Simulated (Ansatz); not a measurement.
# NbCd3 (Pm-3m)

All numbers below come from DFT r2SCAN, scalar-relativistic, plane waves, PAW (Ansatz 0.2.0).

Cutoff 500 eV; k points 10×10×10 on the computed 4-atom cell (Γ-centred); Gaussian smearing, width 0.10 eV; no spin polarisation.

The structure is relaxed at this level of theory with its symmetry kept. Whether it is the stable form of this composition wasn't checked.

```cif
data_structure
_symmetry_space_group_name_H-M 'Pm-3m'
_symmetry_Int_Tables_number 221
_cell_length_a 4.2721
_cell_length_b 4.2721
_cell_length_c 4.2721
_cell_angle_alpha 90.000
_cell_angle_beta 90.000
_cell_angle_gamma 90.000
_cell_volume 77.97
loop_
_atom_site_label
_atom_site_type_symbol
_atom_site_symmetry_multiplicity
_atom_site_Wyckoff_symbol
_atom_site_fract_x
_atom_site_fract_y
_atom_site_fract_z
_atom_site_occupancy
Nb1 Nb 1 a 0.00000 0.00000 0.00000 1
Cd1 Cd 3 c 0.00000 0.50000 0.50000 1
```

| Item | Value |
| --- | --- |
| Space group | Pm-3m (No. 221) |
| Volume per atom | 19.49 Å³ |
| Formation energy from the elements' standard states (uncorrected) | +0.105 eV/atom |
| Generalised Kohn–Sham band gap | none (metal) |
| Density of states at the Fermi level | 1.59 states/eV per cell |
| Löwdin character within 0.5 eV of the Fermi level | Nb 4d 82 %, unprojected 14 % |
| Bulk modulus | 105 GPa |
| Its pressure derivative | 5.0 |
| Bader charges (e) | Nb (1 in the cell) 0.76, Cd (3 in the cell) -0.25 |